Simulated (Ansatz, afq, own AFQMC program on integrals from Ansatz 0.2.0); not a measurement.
Integrals from Ansatz 0.2.0, then the random walk in our own AFQMC program (afq).

```yaml
crystal:
  periodic: [false, false, false]
  atoms:
    - {symbol: Al, position_ang: [0.000000, 0.000000, 0.105100]}
    - {symbol: C, position_ang: [0.000000, 0.000000, -1.811100]}
    - {symbol: H, position_ang: [0.000000, 0.000000, 1.706000]}
basis:
  gaussian: {orbitals: 6-31G}
magnetization: {spin_polarized: true, initial_magnetization: 2}
correlation: {method: ccsd_t, electrons: outside_noble_gas, hamiltonian_folder: ham}
```

```sh
$ ansatz run in.yaml --threads 1 --pin off --events-out ev --progress --plain --max-ram 16896MiB --backend cuda --devices 0, --max-vram 18GiB
```

Options of the walk:

```
--method phaseless --trial cisd --walkers 4000 --populations 20 --least-time 60 --time-step 0.005 --steps-per-block 50 --equilibration-blocks 28 --max-blocks 4000 --target-error 0.00017 --factor-cut 1e-05 --start spin_pure --seed 1855 --release-times 0.24,0.51,0.99,1.62,2.4 --release-step 0.03 --release-every 3 --taylor-order 6
```

Times are imaginary, in 1/Eh. The walk had a cap of 122 s. With eight or more populations the least sampling time is a fifth of least-time, and the error comes from their spread.

Output of the walk:

```
orbitals 18  electrons 5 3  factors 103 of 297
reference energy -280.11894898 Eh
CCSD correlation -0.11567439 Eh in 15 cycles, weight of the determinant in the CISD state 0.8399
energy of the start -280.232649 Eh
 block  time / (1/Eh)  mean weight  energy / Eh
     1     0.250  0.9999  -280.232851
     2     0.500  1.0000  -280.233878
     3     0.750  0.9999  -280.235135
     4     1.000  1.0000  -280.236338
     5     1.250  0.9999  -280.237063
    10     2.500  1.0000  -280.239690
    15     3.750  0.9998  -280.240534
    20     5.000  1.0000  -280.240614
    25     6.250  1.0000  -280.241643
    30     7.500  1.0000  -280.240107
    35     8.750  1.0000  -280.240659
    39     9.750  1.0002  -280.243900
    40    10.000  1.0000  -280.240914
    45    11.250  1.0001  -280.240630
    50    12.500  0.9998  -280.241192
    55    13.750  1.0000  -280.240623
    60    15.000  0.9998  -280.240033
    65    16.250  1.0002  -280.240955
    70    17.500  1.0002  -280.239481
    72    18.000  1.0001  -280.239332
    75    18.750  1.0001  -280.239619
    78    19.500  0.9999  -280.240618
error from the spread of 20 populations
released: time / (1/Eh)  energy / Eh  error  mean overlap
  0.24  -280.241009  0.000188  1.0004
  0.51  -280.241409  0.000128  1.0006
  0.99  -280.241624  0.000152  1.0014
  1.62  -280.242064  0.000098  0.9986
  2.40  -280.242236  0.000135  1.0001
energy -280.240695 +/- 0.000168 Eh
(rows thinned)
```

The run passed its tests (sampling time, drift between the halves within three errors, error under three times the target), which doesn't prove that it has relaxed. The second half of the sampling lies above the first by 2.6 errors of their difference, so the energy may still be moving and its error bar be too small.

Against this walk (error 4.6 meV) on the same determinant: CCSD(T) 18.7 meV higher, CCSDT(Q) 55.1 meV lower, CCSDTQ 49.4 meV lower, full CI 50.1 meV lower. The error is statistical and leaves out the bias of the constraint. The determinant has ⟨S²⟩ = 2.11, so the low cluster orders mix in higher spin, while the walk starts as a pure triplet. The released energies are still falling (meV from the phaseless value at times in 1/Eh: -9 ± 5 at 0.24, -19 ± 3 at 0.51, -25 ± 4 at 0.99, -37 ± 3 at 1.62, -42 ± 4 at 2.40), so they give no level; they do show a bias of the constraint, and the last of them that isn't too noisy lies 8 meV above full CI. Full CI is exact here, so the walk's 50 meV above it is the walk's own error: the bias of the constraint with this trial, or a walk that hasn't relaxed.

Cautions: constraint bias not in the error; lower spins were not checked; an unrestricted solution with more broken spin lies lower (253 meV, ⟨S²⟩ 2.74); strong correlation (T1 0.064, weight of the determinant 0.84, largest double 0.08); unrestricted determinant spin contaminated (⟨S²⟩ 2.11 against 2.00).

The walk took 16 s on 1 × NVIDIA H100 80GB HBM3 with 2 threads of AMD EPYC 7R13 Processor (Zen 3), with other jobs on the host (the card was shared). The log's last line is the phaseless energy.

CCSDT and higher add their correlation energy to the determinant of the CCSD(T) run, since their own runs factorise the integrals more tightly (a shift of under 2 meV). A walk keeps the symmetry of its determinant, which the program's search chose and which needn't be the lowest solution, so a lower state of the same spin and another symmetry isn't excluded.
